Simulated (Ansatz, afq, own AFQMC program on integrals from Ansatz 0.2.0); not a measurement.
**SiH4O, triplet in cc-pVTZ, levels against AFQMC with the constraint released**

| atom | x (Å) | y (Å) | z (Å) |
| --- | --- | --- | --- |
| Si | -1.0438 | 0.0000 | 0.0000 |
| H | -1.5386 | 1.3997 | 0.0000 |
| H | -1.5386 | -0.6999 | 1.2122 |
| H | -1.5386 | -0.6999 | -1.2122 |
| H | 0.4409 | 0.0000 | 0.0000 |
| O | 2.0952 | 0.0000 | 0.0000 |

Connectivity, by distances: SiH4 ··· O.

Basis cc-pVTZ. Only valence electrons are correlated. AFQMC by an in-house program on the Cholesky factors that Ansatz 0.2.0 writes for its CCSD(T) run. ph-AFQMC/CISD is guided by a CISD state made of CCSD amplitudes; releasing the constraint for a short imaginary time cuts its bias at the price of noise, slowly where states lie close. Error bars are statistical, one sigma.

Determinant: UHF, the one that the program's search chose, which needn't be the lowest solution. The geometry is a point of a scan.

No full CI on the walks' own integrals is used here. The released AFQMC energy serves as the reference, which it does only where one determinant dominates, the energy is flat over the last release times and near the phaseless one (40 meV or 2 meV an electron, half that with transition metals). On small molecules, where full CI could be run and the noise was under 10 meV, such values lay within 10 meV of it in 19 cases of 20, a flattering rate, since the rule was set on those same cases; what remains of the bias isn't in the error bar.

Cautions: lower spins were not checked; the released value is read at 0.99 1/Eh, later times being too noisy (meV from the phaseless value at times in 1/Eh: -14 ± 4 at 0.24, -14 ± 4 at 0.51, -19 ± 4 at 0.99, -38 ± 9 at 1.62, -14 ± 16 at 2.40).

```
T1 diagnostic                               : 0.0160
weight of the determinant in the CISD state : 0.876
⟨S²⟩ of the determinant                     : 2.013
size of the correlated space                : 14 electrons in 114 orbitals
```

Reference: AFQMC with the constraint released, correlation energy -9.556 ± 0.004 eV.

```tsv
level	E − E(reference) (kJ/mol)	share of correlation (%)
HF	922.0 ± 0.4	0.00
MP2	146.7 ± 0.4	84.09
CCSD	24.5 ± 0.4	97.34
CCSD(T)	3.6 ± 0.4	99.61
ph-AFQMC/CISD	1.8 ± 0.6	99.81
```

A walk keeps the symmetry of its determinant, which the program's search chose and which needn't be the lowest solution, so a lower state of the same spin and another symmetry isn't excluded. Released energies are given only where the last usable release times agree within the noise; a slower fall can still hide under it.
